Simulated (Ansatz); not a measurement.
A made-up structure of AlSiNH3, doublet:

```tsv
atom	x (Å)	y (Å)	z (Å)
N1	-0.0285	-0.8467	0.0119
Al2	-1.7524	-0.4662	-0.6868
Si3	0.0000	0.6213	-0.0166
H4	0.7592	-1.5044	0.3424
H5	0.9952	1.0658	-1.0398
H6	0.0265	1.1302	1.3888
```

It is relaxed with PBE-D4/def2-SVP and then PBE0-D4/def2-TZVP (Ansatz 0.2.0). Atoms count as bonded within 1.22 times the sum of their covalent radii (H–H: 0.88 Å). The end point is not checked to be a true minimum.

**Question.** Does its bonding change? (Judge from chemistry; the calculation decides.)

**Answer.** Computed: No: no bond forms or breaks.

Where it ends: The first stage lowers the energy by 2.46 eV in 9 steps. It ends as AlSiNH₃ ([NH]1[Al][SiH2]1):
N1  (-0.127, -0.994, -0.024)
Al2  (-1.792, -0.785, -0.694)
Si3  (0.073, 0.726, 0.010)
H4  (0.577, -1.655, 0.274)
H5  (1.083, 1.324, -0.907)
H6  (0.186, 1.383, 1.341)
(Å)

Labels in which every atom is bracketed show which atoms are joined, not bond orders.

For scale, one of the runs: PBE0-D4/def2-TZVP relaxation, 123 basis functions, launched by `ansatz run in.yaml --threads 2 --pin off --events-out ev --progress --plain --max-ram 4352MiB`. The run took about 40 s on 2 CPU threads of an Intel Xeon Platinum 8259CL (shared host).
